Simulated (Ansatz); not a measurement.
Ansatz (a quantum-chemistry and plane-wave program) input (CCSD(T)/aug-cc-pVDZ):

Ansatz 0.2 input:
```yaml
crystal:
  periodic: [false, false, false]
  atoms:
    - {symbol: C, position_ang: [-1.20822218, -0.14697636, -0.13555230]}
    - {symbol: C, position_ang: [0.18225778, 0.00356720, 0.02923127]}
    - {symbol: C, position_ang: [1.40777216, 0.15861700, 0.16390502]}
    - {symbol: H, position_ang: [-1.45787510, -0.96896555, -0.81442730]}
    - {symbol: H, position_ang: [-1.56493239, 0.78362294, -0.63542508]}
    - {symbol: H, position_ang: [-1.73558195, -0.19599924, 0.82275481]}
    - {symbol: H, position_ang: [2.46754283, 0.29009483, 0.28159360]}
basis:
  gaussian:
    orbitals: aug-cc-pVDZ
total_charge: 1
magnetization: {spin_polarized: true, initial_magnetization: 1}
correlation: {method: ccsd_t, electrons: outside_noble_gas}
output: {forces: true}
```

End of the output:

```
integrals: 0.25 GiB planned
1052 factors; integrals over basis functions are off by at most 1.2e-3 eV
mean field: 0.33 GiB planned
mean field evaluation 1: about -3140.7157 eV, gradient 2.4e1 eV
mean field evaluation 2: about -3140.7184 eV, gradient 2.4e1 eV
mean field evaluation 4: about -3144.1407 eV, gradient 2.9e0 eV
mean field evaluation 8: about -3144.2438 eV, gradient 1.9e-1 eV
mean field evaluation 16: about -3144.1376 eV, gradient 2.9e0 eV
mean field evaluation 32: about -3144.2465 eV, gradient 8.5e-4 eV
mean field evaluation 64: about -3144.2319 eV, gradient 1.3e0 eV
mean field evaluation 96: about -3144.1630 eV, gradient 9.0e-2 eV
mean field evaluation 128: about -3144.1619 eV, gradient 1.5e-1 eV
mean field evaluation 160: about -3144.2465 eV, gradient 2.2e-3 eV
mean field -3144.24645262 eV, -115.5489258870 hartree, gradient 5.6e-6 eV, S^2 0.761552; 9 other end points of the search recorded, 0 dependent functions left out
determinant -3144.24645262 eV, -115.5489258870 hartree, with singles and doubles -3154.98755839 eV, -115.9436542435 hartree
determinant -3144.16308765 eV, -115.5458622809 hartree, with singles and doubles -3154.88514526 eV, -115.9398906304 hartree
determinant -3144.24645262 eV, -115.5489258870 hartree, with singles and doubles -3154.96647268 eV, -115.9428793581 hartree
determinant -3144.16308765 eV, -115.5458622809 hartree, with singles and doubles -3154.86318699 eV, -115.9390836789 hartree
3 core orbitals not correlated
reference -3144.24645262 eV, -115.5489258870 hartree; 8, 7 occupied and 94, 95 virtual orbitals, 1052 factors
densities: 1.51 GiB planned
second order -9.66840162 eV of doubles, -0.00000000 eV of singles
coupled cluster: 0.93 GiB planned
cycle   1  -10.72002021 eV  change   -1.4e-7 eV  update   2.7e-6
cycle   2  -10.72001963 eV  change    5.8e-7 eV  update   1.7e-6
cycle   3  -10.72001911 eV  change    5.1e-7 eV  update   1.0e-6
cycle   4  -10.72001903 eV  change    8.6e-8 eV  update   3.3e-7
cycle   5  -10.72001908 eV  change   -5.4e-8 eV  update   1.5e-7
cycle   6  -10.72001911 eV  change   -2.6e-8 eV  update   7.2e-8
cycle   7  -10.72001915 eV  change   -4.1e-8 eV  update   4.1e-8
perturbative correction -0.39541854 eV, -0.0145313635 hartree
the calculation of the forces begins
densities: 2.25 GiB planned
the multipliers restart with 30 DIIS vectors
Total energy: -3155.36189031 eV, -115.9574106880 hartree
Atom 0 at    -1.208222    -0.146976    -0.135552 Å, force    -1.088989    -0.054528    -0.158975 eV/Å
Atom 1 at     0.182258     0.003567     0.029231 Å, force    -1.472742    -0.210369    -0.150492 eV/Å
Atom 2 at     1.407772     0.158617     0.163905 Å, force     2.200344     0.297297     0.232870 eV/Å
Atom 3 at    -1.457875    -0.968966    -0.814427 Å, force    -0.038552    -0.297150    -0.199999 eV/Å
Atom 4 at    -1.564932     0.783623    -0.635425 Å, force     0.002614     0.248495    -0.116879 eV/Å
Atom 5 at    -1.735582    -0.195999     0.822755 Å, force    -0.129011    -0.045367     0.333290 eV/Å
Atom 6 at     2.467543     0.290095     0.281594 Å, force     0.526336     0.061623     0.060186 eV/Å
Dipole moment:     0.229854     0.064880     0.008357 e Å
```
